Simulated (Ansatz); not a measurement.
`NC#CN`, relaxed with RKS PBE0-D4/def2-TZVP in Ansatz 0.2.0 from a PBE-D4/def2-SVP geometry. The force threshold is 0.005 eV/Å; the program also tests the step.

The species carries charge 0 and has multiplicity 1.

Start:

```xyz
8

N    -0.412   -1.912    0.201
C    -0.093   -0.612    0.046
C     0.180    0.575   -0.147
N     0.541    1.852   -0.382
H     0.343   -2.556    0.456
H    -1.291   -2.132    0.678
H     0.223    2.278   -1.257
H     0.508    2.507    0.405
```

| step | energy (eV) | largest force (eV/Å) | largest move (Å) |
| --- | --- | --- | --- |
| 1 | -5112.9044 | 1.941 | 0.000 |
| 2 | -5112.9652 | 0.230 | 0.035 |
| 3 | -5112.9662 | 0.097 | 0.036 |
| 4 | -5112.9675 | 0.058 | 0.025 |
| 5 | -5112.9676 | 0.021 | 0.004 |
| 6 | -5112.9676 | 0.014 | 0.001 |
| 7 | -5112.9677 | 0.011 | 0.001 |
| 8 | -5112.9677 | 0.003 | 0.005 |

End:

```xyz
8

N    -0.410   -1.895    0.193
C    -0.098   -0.598    0.042
C     0.178    0.561   -0.150
N     0.544    1.832   -0.379
H     0.343   -2.512    0.452
H    -1.271   -2.100    0.676
H     0.221    2.246   -1.239
H     0.495    2.465    0.404
```

It took 32 s on 2 threads of a server CPU on a shared host, with 0.24 GiB of host memory at the peak.
